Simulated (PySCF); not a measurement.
Potential energy curve for SMILES CS. The C1–S5 bond (C1 also carries H, H, H; S5 carries H) is pulled apart rigidly from the PBE0/def2-TZVP optimised geometry.

Computed with: RKS-PBE = PySCF with restricted PBE/cc-pVDZ; UKS-PBE = PySCF 2.14.0 with unrestricted PBE/cc-pVDZ; RKS-TPSSh = PySCF 2.14.0 with restricted TPSSh/cc-pVDZ; UCCSD(T) = PySCF 2.14.0 with CCSD(T) on UHF/cc-pVDZ, 6 core orbitals frozen.

Energies relative to the lowest point of each curve near equilibrium, in eV; the last columns give the difference from UCCSD(T):

| R / Å | RKS-PBE | UKS-PBE | RKS-TPSSh | UCCSD(T) | RKS-PBE − UCCSD(T) | UKS-PBE − UCCSD(T) | RKS-TPSSh − UCCSD(T) |
|---|---|---|---|---|---|---|---|
| 1.46 | 2.629 | 2.629 | 2.623 | 2.782 | -0.153 | -0.153 | -0.160 |
| 1.54 | 1.394 | 1.394 | 1.383 | 1.477 | -0.082 | -0.082 | -0.093 |
| 1.62 | 0.638 | 0.638 | 0.626 | 0.675 | -0.037 | -0.037 | -0.049 |
| 1.69 | 0.255 | 0.255 | 0.245 | 0.269 | -0.014 | -0.014 | -0.024 |
| 1.76 | 0.059 | 0.059 | 0.052 | 0.062 | -0.003 | -0.003 | -0.009 |
| 1.81 | 0.004 | 0.004 | 0.001 | 0.004 | 0.000 | 0.000 | -0.003 |
| 1.85 | 0.000 | 0.000 | 0.000 | 0.000 | 0.000 | 0.000 | 0.000 |
| 1.93 | 0.072 | 0.072 | 0.079 | 0.077 | -0.005 | -0.005 | 0.002 |
| 1.97 | 0.140 | 0.140 | 0.150 | 0.148 | -0.008 | -0.008 | 0.002 |
| 2.10 | 0.450 | 0.450 | 0.473 | 0.472 | -0.022 | -0.022 | 0.001 |
| 2.22 | 0.808 | 0.808 | 0.843 | 0.840 | -0.032 | -0.032 | 0.003 |
| 2.46 | 1.571 | 1.571 | 1.634 | 1.654 | -0.083 | -0.083 | -0.020 |
| 2.68 | 2.222 | 2.222 | 2.315 | 2.331 | -0.109 | -0.109 | -0.016 |
| 3.01 | 3.024 | 3.006 | 3.170 | 3.003 | 0.021 | 0.003 | 0.167 |
| 3.23 | 3.439 | 3.301 | 3.623 | 3.197 | 0.242 | 0.104 | 0.425 |
| 3.61 | — | 3.557 | 4.210 | 3.322 | — | 0.235 | 0.888 |
| 4.01 | — | 3.673 | 4.618 | 3.363 | — | 0.311 | 1.255 |
| 4.41 | — | 3.727 | 4.875 | 3.378 | — | 0.349 | 1.496 |
| 4.84 | — | 3.753 | 5.043 | 3.386 | — | 0.367 | 1.657 |
| 5.40 | — | 3.764 | 5.164 | 3.390 | — | 0.374 | 1.774 |
| 6.26 | — | 3.767 | 5.240 | 3.392 | — | 0.376 | 1.848 |

RKS-PBE is furthest from UCCSD(T) at 3.23 (0.242 eV, above); its mean absolute difference over the points is 0.054 eV.

UKS-PBE is furthest from UCCSD(T) at 6.26 (0.376 eV, above); its mean absolute difference over the points is 0.127 eV.

RKS-TPSSh is furthest from UCCSD(T) at 6.26 (1.848 eV, above); its mean absolute difference over the points is 0.471 eV.

A dash means that the run gave no value there, or that the column was ended at a point which the program doubted or which failed a test of continuity chosen for this set; such a test can also cut sound points.

The restricted form behind RKS-PBE, RKS-TPSSh keeps the bonding electrons paired and can't separate into open-shell fragments. The unrestricted determinant behind UKS-PBE is spin-contaminated at 3.01 to 6.26 Å (<S²> up to 1.0, against 0.00 for a pure singlet). At the longest distance RKS-TPSSh leaves fractional charges on the fragments, a sign of delocalisation error or of the restricted form. The unrestricted determinant behind UCCSD(T) is spin-contaminated at 2.46 to 6.26 Å (<S²> up to 1.0, against 0.00 for a pure singlet).
